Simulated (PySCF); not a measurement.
Does the answer move with the share of exact exchange?

Sodium fluoride, NaF.
SMILES: `[F][Na]`

PySCF, def2-SVPD basis, density fitting, gas phase, PBE0-D3(BJ)/def2-SVP geometry; singlet excitations by full TDDFT with frozen cores, triplets by Tamm–Dancoff TDDFT and ionisation energies by ΔSCF, from the lowest of the holes tried. One functional is left out:

```
functional  exact exchange (%)  HOMO energy (eV)  LUMO energy (eV)  lowest singlet excitation (eV)  lowest triplet excitation (eV)  dipole moment (D)  mean polarisability (au)  vertical ionisation energy (eV)
       LDA                   0             -5.31             -1.79                            3.53                            3.48              7.850                      15.2                            11.12
       PBE                   0             -5.12             -1.94                            3.20                            3.12              7.803                      16.1                            10.64
     B3LYP                  20             -6.65             -1.70                            4.01                            3.95              8.003                      12.8                            10.54
 BHandHLYP                  50             -8.73             -1.14                            5.28                            5.21              8.169                      10.0                             9.99
```

Problem. Predict the row of PBE0 (25 % exact exchange) by straight lines through the other rows, and check it.

Solution. 
| property | line | computed | computed − line | B3LYP (20 %), for comparison |
| --- | --- | --- | --- | --- |
| HOMO energy (eV) | -6.98 | -6.85 | +0.13 | -6.65 |
| LUMO energy (eV) | -1.54 | -1.35 | +0.19 | -1.70 |
| lowest singlet excitation (eV) | 4.29 | 4.35 | +0.06 | 4.01 |
| lowest triplet excitation (eV) | 4.23 | 4.27 | +0.04 | 3.95 |
| dipole moment (D) | 8.008 | 8.052 | +0.044 | 8.003 |
| mean polarisability (au) | 12.7 | 11.9 | -0.8 | 12.8 |
| vertical ionisation energy (eV) | 10.44 | 10.29 | -0.15 | 10.54 |

Problem. Which of these properties follows the share of exact exchange most closely, and which least?

Solution. Most closely the HOMO energy, least the vertical ionisation energy; the correlations over the tabulated rows are HOMO energy -0.999, lowest singlet excitation 0.987, dipole moment 0.986, mean polarisability -0.985, lowest triplet excitation 0.985, LUMO energy 0.968, vertical ionisation energy -0.906. The HOMO energy moves by -0.703 eV for every 10 %. Functionals with the same share still differ in their other parts: at 0 % LDA and PBE differ by 0.19 eV in it.
